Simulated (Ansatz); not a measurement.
## Be$_{2}$H$_{2}$⁺, doublet: from triple and quadruple zeta to the limit

```yaml
atoms:
  - { symbol: Be, position_ang: [0.0000, 0.0000, 1.0527] }
  - { symbol: Be, position_ang: [0.0000, 0.0000, -1.0527] }
  - { symbol: H, position_ang: [0.0000, 0.0000, 2.4002] }
  - { symbol: H, position_ang: [0.0000, 0.0000, -2.4002] }
```

Connectivity, by distances: BeH–BeH.

Ansatz 0.2.0, UHF determinant, valence electrons correlated. Energies in eV.

```
       set  X  functions  Hartree–Fock  MP2 correlation  CCSD(T) correlation                                                             time
def2-TZVPP  3         66     -818.1005          -1.6621              -2.2582           1.4 s on 1 thread of Arm Neoverse V1, on a shared host
def2-QZVPP  4        132     -818.2593          -1.8284              -2.3941  9 s on 1 thread of Arm Neoverse V1, with other jobs on the host
```

Hartree–Fock is taken to follow E(X) = E∞ + A·exp(−7.88·√X), correlation E(X) = E∞ + B·X^−2.97.

Task: Work out the CCSD(T) energy at the limit, and how far the shortcut misses it that extrapolates MP2 and adds CCSD(T) minus MP2 from the smaller set.

Result: Hartree–Fock: E∞ = E4 + 0.1377·(E4 − E3) = -818.2812. Correlation: E∞ = E4 + 0.7407·(E4 − E3) = -2.4947 for CCSD(T) and -1.9517 for MP2. The limit is -820.7758 eV, 0.122 eV below def2-QZVPP. The shortcut gives a correlation energy of -1.9517 + (-0.5961) = -2.5478, 53 meV lower than the direct value.
